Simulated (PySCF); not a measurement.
## Electron affinity of C by level of theory

C⁻ [He] 2s2 2p3 (4S) → C [He] 2s2 2p2 (3P), as a difference of total energies. Calculation: PySCF 2.14, in aug-cc-pVDZ-DK; scalar relativity by spin-free X2C-1e. Correlated levels: valence: 1s2 frozen. The calculations carry no spin-orbit coupling.

```csv
method,electron affinity (eV),error (eV)
UHF,0.464,-0.798
LDA,1.785,+0.523
PBE,1.570,+0.308
PBE0,1.412,+0.150
r2SCAN,1.493,+0.231
B3LYP,1.365,+0.103
wB97X-V,1.191,-0.071
M06,1.365,+0.103
r2SCAN0,1.375,+0.113
MP2 (valence),1.184,-0.078
SCS-MP2 (valence),0.918,-0.344
```

Reference: 1.262 eV (measured; photodetachment measurements, as compiled on the Wikipedia data page of electron affinities).

Errors of the correlated levels include the incompleteness of this basis and the frozen core.

In the anion the highest occupied orbital energy is positive at LDA, PBE, PBE0, r2SCAN, B3LYP, M06, r2SCAN0, a self-interaction effect; the basis confines that electron, and the energy difference can still be sensible.
